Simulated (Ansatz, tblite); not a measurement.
**The cluster Cu3Se+: one state, many levels**

Aim: run the singlet of the cluster Cu3Se+ at one geometry on many levels, and compare frontier levels, spin and run time.

The runs use Ansatz 0.2.0, Gaussian basis; as each input shows.

Plan: GFN1-xTB, GFN2-xTB, PBE-D4/def2-TZVP, r2SCAN-D4/def2-TZVP, ωB97M-V/def2-TZVP, B3LYP-D4/def2-TZVP, PBE-D4/def2-SVP, PBE0-D4/def2-SVP, HF/6-31G, B3LYP-D4/6-31G, CCSD(T)/def2-TZVP, RPA/def2-TZVP.

3 further runs of the same task are left out: 3 set aside as unsound or not needed. Runs told in other sessions of the task aren't counted.

**1. The structure**

The singlet was relaxed beforehand with r2SCAN-D4/def2-SVP. At that level it is the lowest of the isomers that a small search found.

4 atoms, charge 1, spin multiplicity 1.

Bond lengths: Cu1–Se4 2.267 Å, Cu2–Se4 2.265 Å, Cu3–Se4 2.265 Å. Angles: Cu1–Se4–Cu2 66.5°, Cu1–Se4–Cu3 66.5°, Cu2–Se4–Cu3 66.7°.

No spin-orbit coupling is included. The ion is computed in the gas phase, without counter-ions or solvent.

PBE0-D4/def2-TZVP was run before; its log isn't repeated, and its numbers join the tables.

**2. GFN1-xTB**

Tight binding, by tblite at 300 K electronic temperature and without a spin-polarisation term:

```python
tblite.interface.Calculator('GFN1-xTB', numbers, positions, charge=1, uhf=0).singlepoint()
```

Energy -447.3467 eV, HOMO -16.52 eV, LUMO -14.63 eV; 0.004 s.

**3. GFN2-xTB**

Tight binding, by tblite at 300 K electronic temperature and without a spin-polarisation term:

```python
tblite.interface.Calculator('GFN2-xTB', numbers, positions, charge=1, uhf=0).singlepoint()
```

Energy -393.1115 eV, HOMO -15.15 eV, LUMO -12.35 eV; 0.003 s.

**4. PBE-D4/def2-TZVP**

start.molden holds the orbitals of an earlier run on this state, given as this run's starting guess.

in.yaml reads:

```yaml
crystal:
  periodic: [false, false, false]
  atoms:
    - {symbol: Cu, position_ang: [-0.859276, 1.211176, 0.218822]}
    - {symbol: Cu, position_ang: [1.080143, -0.111916, 1.037685]}
    - {symbol: Cu, position_ang: [0.553063, -0.046214, -1.395712]}
    - {symbol: Se, position_ang: [-0.773930, -1.053046, 0.139205]}
basis:
  gaussian: {orbitals: def2-TZVP, initial_orbitals: start.molden}
total_charge: 1
hamiltonian: {xc: pbe, dispersion: d4}
scf: {omitted_lower_state_checks: [starts]}
output: {orbitals: {seedname: orbitals}}
```

Command:

```bash
$ ansatz run in.yaml --threads 4 --pin off --events-out ev --progress --plain --max-ram 4787MiB
```

After this run come: r2SCAN-D4/def2-TZVP; ωB97M-V/def2-TZVP; B3LYP-D4/def2-TZVP; PBE-D4/def2-SVP; PBE0-D4/def2-SVP; HF/6-31G; B3LYP-D4/6-31G; CCSD(T)/def2-TZVP; RPA/def2-TZVP.

Before running them: what should the planned runs give, taken together? Wanted: gap in def2-TZVP, named functionals, smallest and largest; correlation energy, CCSD(T)/def2-TZVP; PBE0 total energy, smallest basis above largest.

As calculated:

| quantity | value |
| --- | --- |
| gap in def2-TZVP, named functionals, smallest and largest | 1.94 eV (PBE-D4), 7.91 eV (ωB97M-V) |
| correlation energy, CCSD(T)/def2-TZVP | -39.04 eV |
| PBE0 total energy, smallest basis above largest | 27.53 eV (def2-SVP, def2-TZVP) |

What this shows: Orbital gaps of the named functionals in def2-TZVP span 1.94 eV (PBE-D4) to 7.91 eV (ωB97M-V); exact exchange widens it.
